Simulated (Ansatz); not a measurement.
4H SiC, relaxed in Ansatz (plane waves) with several semilocal functionals. Each gives its own volume and its own bulk modulus:

```
level         V0 (Å³/atom)  bulk modulus (GPa)   ln V0   ln B0
------------  ------------  ------------------  ------  ------
LDA                 10.138                 231  2.3163  5.4424
r²SCAN+rVV10        10.304                 230  2.3325  5.4381
r²SCAN              10.333                 228  2.3353  5.4293
PBEsol              10.334                 223  2.3354  5.4072
PBE                 10.497                 213  2.3511  5.3613
```

### Question
Fit a straight line to ln B0 against ln V0. What does it predict for PBE-D3(BJ), whose volume is 10.276 Å³/atom?

### Answer
With x = ln V0 and y = ln B0: means 2.33412 and 5.41566; Σ(Δx Δy) = -0.00143, Σ(Δx²) = 0.000612, so the slope is -2.34. At x = 2.3298 the line gives y = 5.41566 + (-2.34) × (2.3298 − 2.33412) = 5.4258, or 227 GPa. The run with PBE-D3(BJ) gives 222 GPa, -2.2 % from the line. The rows used scatter about it by up to 1.9 %, while the largest value lies 8 % above the smallest. For comparison, PBE's own equation of state has B′ = 3.9, the slope −d ln B/d ln V at a fixed functional.

Ansatz's density-functional and Hartree–Fock values are scalar-relativistic unless marked +SOC, with PAW data made under PBE.

Ansatz is an electronic-structure program.
